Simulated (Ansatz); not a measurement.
Species: C$_{4}$H$_{5}$, charge 0, multiplicity 2. It need not be the lowest isomer of its formula. 
Structure (B3LYP-D3(BJ)/def2-TZVP (Ansatz, a quantum-chemistry and plane-wave program) minimum search):
SMILES: [CH]1[C@@H]2C[C@H]12
```xyz
9

C     -0.0105     1.1649     0.2808
C      0.0034    -1.0856     0.3584
C      0.7812     0.0534    -0.2214
C     -0.7771     0.0433    -0.2375
H     -0.0127     2.1640    -0.1347
H     -0.0071    -1.1963     1.4393
H      0.0151    -2.0215    -0.1909
H      1.4306     0.0079    -1.0831
H     -1.4079    -0.0105    -1.1124
```
Charge 0, spin multiplicity 2.

Property: atomisation energy (electronic, to ground-state atoms), in kcal/mol. Correlated levels leave the core frozen unless marked. UHF or UKS for open shells. Spin-orbit coupling is left out. No relativistic terms. The coupled-cluster limit lacks core correlation, which all-electron functionals hold. Basis-set limits of correlation are two-point, X^-3; Hartree-Fock from the larger set. [CCSD(T)-MP2]/basis is that difference in the basis named.

| level | program | atomisation energy (kcal/mol) | minus last row |
|---|---|---|---|
| PBE0/STO-3G | Ansatz | 1035.5 | 159.9 |
| BHLYP-D4/def2-TZVPD | Ansatz + dftd4 | 851.2 | -24.4 |
| MP2/6-31G* | Ansatz | 821.8 | -53.8 |
| CCSD/6-31G | Ansatz | 738.9 | -136.7 |
| CCSD(T)/aug-cc-pVDZ | Ansatz | 814.0 | -61.6 |
| RI-MP2/CBS(cc-pVTZ,cc-pVQZ)+[CCSD(T)-MP2]/cc-pVDZ | Ansatz | 875.6 | 0.0 |
| RI-MP2/CBS(cc-pVTZ,cc-pVQZ)+[CCSD(T)-MP2]/cc-pVTZ | Ansatz | 875.6 | 0.0 |
